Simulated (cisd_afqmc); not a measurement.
Input (AFQMC/CISD/aug-cc-pV(T+d)Z; cisd_afqmc is a phaseless AFQMC code with CISD trial states that reads the integrals written by Ansatz): A basis named .json is the Basis Set Exchange file of that set.

Ansatz 0.2 input:
```python
import cisd_afqmc

open("ham.yaml", "w").write("""\
crystal:
  periodic: [false, false, false]
  atoms:
    - {symbol: S, position_ang: [-0.00000000, -0.00000000, -0.07883543]}
    - {symbol: H, position_ang: [0.00000000, 0.00000000, 1.26136686]}
basis:
  gaussian:
    orbitals: aug-cc-pV_T+d_Z.json
magnetization: {spin_polarized: true, initial_magnetization: 1}
correlation: {method: ccsd, electrons: outside_noble_gas, hamiltonian_folder: ham}
""")
rep = cisd_afqmc.ansatz("ham.yaml")
e_ccsd = rep["correlation"]["coupled_cluster"]["energy"]["hartree"]
out = cisd_afqmc.run("ham", e_ccsd, trial="CISD", walkers=2000, populations=1, threads=12, dt=0.005, steps=40, early=24, settle=10, least=100,
    cut=5e-5, rank_cut=2e-4, target=0.0004, seconds=1000, seed=4, memory=62639, gpu=True)
```

Output:

```
orbitals 73, occupied [4, 3], factors 330 of 447, rank of the doubles 202 of 486
E(HF) = -398.107067
E(CCSD) on the cut factors = -398.286515, shift to the whole factors -0.000003
Energy of the trial state on the determinant = -398.286439
  tau behind 7.2 of longer steps, mean of the populations' last blocks
   2.0  -398.29436
   4.0  -398.29415
   6.0  -398.29435
   8.0  -398.29426
  10.0  -398.29410
  12.0  -398.29398
  14.0  -398.29395
  16.0  -398.29335
  18.0  -398.29431
  20.0  -398.29442
  22.0  -398.29378
blocks 99 (1 outliers left out), error by blocks joined: 1: 0.00005, 2: 0.00006, 4: 0.00007, 8: 0.00007
E(AFQMC/CISD) = -398.29410 +/- 0.00007
```
